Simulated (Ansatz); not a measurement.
Li2N⁻. Total charge -1; triplet. Geometry PBE0-D4/def2-TZVP, that of the neutral doublet; atoms count from 1.

```xyz
3

Li   -0.8167   -1.5380   -0.1673
Li    0.8158    1.5389    0.1634
N     0.0009   -0.0009    0.0039
```

The highest occupied level of the charge -1 triplet lies above zero (up to 0.87 eV). Energy differences put its binding near zero (0.05 eV; vertical, to the charge 0 doublet, at PBE0-D4/def2-TZVPD), which leaves it undecided. The structure comes from a short search, and lower isomers may exist.

(1) Estimate the Mulliken populations from the PBE0/def2-TZVPD orbitals of Ansatz.

(2) Where does the spin sit?

(3) And the Mayer bond orders between bonded heavy atoms (over 0.3)?

## Answers

(1) 
```json
{"atom": "Li1", "charge (e)": "-0.02", "spin (α − β)": "0.59"}
{"atom": "Li2", "charge (e)": "-0.02", "spin (α − β)": "0.59"}
{"atom": "N3", "charge (e)": "-0.96", "spin (α − β)": "0.81"}
```
Mulliken values and Mayer orders depend strongly on the basis. With diffuse functions, as here, like atoms can get unlike values, and bond orders can come out too low or too high.

(2) Summed by element: Li 1.19, N 0.81, of 2 unpaired in all. Largest on single atoms: N3 0.81, Li1 0.59, Li2 0.59.

(3) Li1–N3 0.55 (1.75 Å); Li2–N3 0.55 (1.75 Å). Values over 0.3 also appear between atoms too far apart for a bond (Li1–Li2 0.66 at 3.50 Å); they arise where an orbital or an unpaired electron spreads over both atoms.
